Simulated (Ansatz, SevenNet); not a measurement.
For LiTaO₃ (R3c, No. 161), the machine-learned potential SevenNet-l3i5 (trained on PBE and PBE+U data) gives:

| Quantity | Value |
|---|---|
| lattice constant a | 5.209 Å |
| c axis length | 13.936 Å |

### Question
What does PBE in Ansatz (PAW) give for the same quantities?

### Answer

- lattice constant a: 5.192 Å (drops by 0.3 %)
- lattice parameter c: 13.922 Å (decreases by 0.1 %)

Changes are worked out from the printed values.

Unless a cell is named, each level is at its own relaxed cell (SevenNet-l3i5 10.91, PBE 10.83 Å³/atom).

Levels without +SOC leave out spin–orbit coupling, which shifts energies and cells of such heavy elements.

Ansatz's density-functional and Hartree–Fock values are scalar-relativistic unless marked +SOC, with PAW data made under PBE.

Ansatz is a quantum-chemistry and plane-wave program.
